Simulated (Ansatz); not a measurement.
## Ansatz (development build ahead of 0.2.0) run

```yaml
crystal:
  periodic: [false, false, false]
  atoms:
    - { symbol: B, position_ang: [0.0, 0.0, -1.4433] }
    - { symbol: C, position_ang: [0.0, 0.0, 0.1973] }
    - { symbol: O, position_ang: [0.0, 0.0, 1.41976] }
    - { symbol: H, position_ang: [0.0, -1.27558, -1.77514] }
    - { symbol: H, position_ang: [-1.10468, 0.63779, -1.77514] }
    - { symbol: H, position_ang: [1.10468, 0.63779, -1.77514] }
basis:
  gaussian: { orbitals: cc-pVDZ }
hamiltonian:
  xc: hf
```

The input is written out in the form of the current development build from the run's settings.

Results

* Converged: yes
* Total energy: -139.11162 hartree
* Spin squared of the determinant: 0.000
